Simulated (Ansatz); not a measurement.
A made-up structure of CHOSi, doublet:

```xyz
4
angstrom
C -0.8170 0.3060 -0.6166
Si 0.4633 -0.3088 0.3772
O 1.2535 -1.3564 1.1271
H 1.0809 0.9050 0.7793
```

It is relaxed with PBE-D4/def2-SVP and then PBE0-D4/def2-TZVP (Ansatz 0.2.0). Atoms count as bonded within 1.22 times the sum of their covalent radii (H–H: 0.88 Å). The end point is not checked to be a true minimum.

Q: Does its bonding change? (Judge from chemistry; the calculation decides.)

A: Computed: No: no bond forms or breaks.

Where it ends: The first stage lowers the energy by 0.75 eV in 16 steps. It ends as CHOSi ([C][SiH][O]):
```xyz
4
angstrom
C -0.8626 0.0540 -0.6446
Si 0.5962 -0.1535 0.4982
O 1.0592 -1.5217 0.9757
H 1.1877 1.1670 0.8376
```

Labels in which every atom is bracketed show which atoms are joined, not bond orders.

For scale, one of the runs: PBE0-D4/def2-TZVP relaxation, 105 basis functions, launched by `ansatz run in.yaml --threads 2 --pin off --events-out ev --progress --plain --max-ram 4352MiB`. Hardware: 2 CPU threads of an Arm Neoverse V2, shared host. Wall time about 42 s.
